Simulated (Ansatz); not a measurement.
**AlSiH6 (doublet): from Hartree-Fock to the top rungs at distance Al1–H4 along a hydrogen transfer = 1.586 Å, cc-pVDZ**

How much of the correlation energy of AlSiH6 (doublet) does each wave-function method recover here?

Computed with Ansatz 0.2.0, Gaussian basis. Level: cc-pVDZ, core rule «outside noble gas», up to 10 orbitals frozen.

To be run: UHF; CCSD(T) on ROHF; CCSD(T) on UHF; BCCD(T) on ROHF; CISD; CCSDT(Q) on ROHF; CCSDT(Q) on UHF; CASSCF and MRCISD+Q, 3 electrons in 3 orbitals; CASSCF and NEVPT2, 3 electrons in 3 orbitals; CASSCF and MRCISD+Q, 9 electrons in 9 orbitals; CASSCF and NEVPT2, 9 electrons in 9 orbitals.

### 1 The geometry

The geometry derives from fragments relaxed apart (PBE0/def2-TZVP) and kept rigid, so it is no stationary point. A hydrogen atom is moved between rigid fragments.

8 atoms, charge 0, spin multiplicity 2.

Atoms are counted from 1 here; the program's logs count them from 0.

Bond lengths: Al1–H2 1.586 Å, Al1–H3 1.586 Å, Al1–H4 1.586 Å, Si5–H6 1.486 Å, Si5–H7 1.486 Å, Si5–H8 1.486 Å. Angles: H2–Al1–H3 120.0°, H2–Al1–H4 120.0°, H3–Al1–H4 120.0°, H6–Si5–H7 111.3°, H6–Si5–H8 111.3°, H7–Si5–H8 111.3°.

### 2 UHF

Input file in.yaml:

```yaml
crystal:
  periodic: [false, false, false]
  atoms:
    - {symbol: Al, position_ang: [-1.763662, 0.000000, 0.000000]}
    - {symbol: H, position_ang: [-2.556585, 1.373384, 0.000000]}
    - {symbol: H, position_ang: [-2.556586, -1.373384, 0.000001]}
    - {symbol: H, position_ang: [-0.177814, 0.000000, 0.000000]}
    - {symbol: Si, position_ang: [1.657338, 0.000000, 0.000000]}
    - {symbol: H, position_ang: [2.107311, -1.416253, 0.000000]}
    - {symbol: H, position_ang: [2.107312, 0.708126, -1.226512]}
    - {symbol: H, position_ang: [2.107313, 0.708127, 1.226511]}
basis:
  gaussian: {orbitals: cc-pVDZ}
magnetization: {spin_polarized: true, initial_magnetization: 1}
hamiltonian: {xc: hf}
output: {orbitals: {seedname: orbitals}}
```

Run with:

```console
ansatz run in.yaml --threads 1 --pin off --events-out ev --progress --plain --max-ram 2816MiB --backend cpu
```

Further steps of the session: CCSD(T) on ROHF; CCSD(T) on UHF; BCCD(T) on ROHF; CISD; CCSDT(Q) on ROHF; CCSDT(Q) on UHF; CASSCF and MRCISD+Q, 3 electrons in 3 orbitals; CASSCF and NEVPT2, 3 electrons in 3 orbitals; CASSCF and MRCISD+Q, 9 electrons in 9 orbitals; CASSCF and NEVPT2, 9 electrons in 9 orbitals.

Q: Predict the results of all the runs planned. Wanted: UCCSDT(Q) below the RHF energy; RMP2 from UCCSDT(Q); UMP2 from UCCSDT(Q); RCCSD from UCCSDT(Q); RCCSD(T) from UCCSDT(Q); UCCSD(T) from UCCSDT(Q); RCCSDT(Q) from UCCSDT(Q); NEVPT2 frontier from UCCSDT(Q); T1 diagnostic.

The runs gave:

| quantity | value |
| --- | --- |
| UCCSDT(Q) below the RHF energy | -6.6531 eV |
| RMP2 from UCCSDT(Q) | +1534.6 meV |
| UMP2 from UCCSDT(Q) | +1547.8 meV |
| RCCSD from UCCSDT(Q) | +163.7 meV |
| RCCSD(T) from UCCSDT(Q) | +36.6 meV |
| UCCSD(T) from UCCSDT(Q) | +37.1 meV |
| RCCSDT(Q) from UCCSDT(Q) | +0.4 meV |
| NEVPT2 frontier from UCCSDT(Q) | +1487.2 meV |
| levels within 1 kcal/mol (43 meV) | RCCSD(T), UCCSD(T), BCCD(T), RCCSDT, UCCSDT, RCCSDT(Q) |
| T1 diagnostic | 0.017 |

RCCSD(T) lands +36.6 meV from the yardstick (0.6 % of the correlation energy). These misses are within one basis, not against nature; the frozen cores of restricted and unrestricted runs differ, which can shift their rows.
